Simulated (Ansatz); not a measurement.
# BPN (doublet): wave-function methods side by side at distance B1–N2 = 1.357 Å, cc-pVDZ

How much of the correlation energy of BPN (doublet) does each wave-function method recover here?

Computed with Ansatz 0.2.0, Gaussian basis. Level: cc-pVDZ, core rule «outside noble gas», up to 7 orbitals frozen.

Plan: UHF; CCSD(T) on ROHF; CCSD(T) on UHF; BCCD(T) on ROHF; CISD; CCSDT(Q) on ROHF; CCSDT(Q) on UHF; CASSCF and MRCISD+Q, 3 electrons in 3 orbitals; CASSCF and NEVPT2, 3 electrons in 3 orbitals.

24 further runs of the same task are left out: 7 for a known fault of the program, 1 for a mislabelled method, 11 that didn't finish, 5 set aside as unsound or not needed.

## Step 1: The system

The geometry derives from a PBE0/def2-TZVP stationary point (not a proven minimum). One bond is set to the value named and the two fragments are kept rigid.

3 atoms, charge 0, spin multiplicity 2.

Atoms are counted from 1 here; the program's logs count them from 0.

Bond lengths: B1–N2 1.357 Å, N2–P3 1.543 Å. Angles: B1–N2–P3 165.4°.

## Step 2: UHF

in.yaml

```yaml
crystal:
  periodic: [false, false, false]
  atoms:
    - {symbol: B, position_ang: [0.000000, -0.093128, 1.404990]}
    - {symbol: N, position_ang: [0.000000, 0.121215, 0.065401]}
    - {symbol: P, position_ang: [0.000000, -0.028087, -1.470391]}
basis:
  gaussian: {orbitals: cc-pVDZ}
magnetization: {spin_polarized: true, initial_magnetization: 1}
hamiltonian: {xc: hf}
output: {orbitals: {seedname: orbitals}}
```

Run with:

```console
> ansatz run in.yaml --threads 1 --pin off --events-out ev --progress --plain --max-ram 2393MiB
```

Further steps of the session: CCSD(T) on ROHF; CCSD(T) on UHF; BCCD(T) on ROHF; CISD; CCSDT(Q) on ROHF; CCSDT(Q) on UHF; CASSCF and MRCISD+Q, 3 electrons in 3 orbitals; CASSCF and NEVPT2, 3 electrons in 3 orbitals.

**Question.** What will the summary of the whole plan be? Wanted: UCCSDT(Q) below the RHF energy; RMP2 from UCCSDT(Q); UMP2 from UCCSDT(Q); RCCSD from UCCSDT(Q); RCCSD(T) from UCCSDT(Q); UCCSD(T) from UCCSDT(Q); RCCSDT(Q) from UCCSDT(Q); MRCISD+Q pair from UCCSDT(Q); T1 diagnostic.

**Answer**, as computed:

| quantity | value |
| --- | --- |
| UCCSDT(Q) below the RHF energy | -9.8163 eV |
| RMP2 from UCCSDT(Q) | +123.2 kJ/mol |
| UMP2 from UCCSDT(Q) | +135.1 kJ/mol |
| RCCSD from UCCSDT(Q) | +49.9 kJ/mol |
| RCCSD(T) from UCCSDT(Q) | +7.6 kJ/mol |
| UCCSD(T) from UCCSDT(Q) | +8.4 kJ/mol |
| RCCSDT(Q) from UCCSDT(Q) | +0.6 kJ/mol |
| MRCISD+Q pair from UCCSDT(Q) | +30.4 kJ/mol |
| levels within 1 kcal/mol (43 meV) | RCCSDT(Q) |
| T1 diagnostic | 0.029 |

RCCSD(T) lands +7.6 kJ/mol from the yardstick (0.8 % of the correlation energy). Coupled cluster took another determinant than the lowest Hartree-Fock one. These misses are within one basis, not against nature; the frozen cores of restricted and unrestricted runs differ, which can shift their rows.
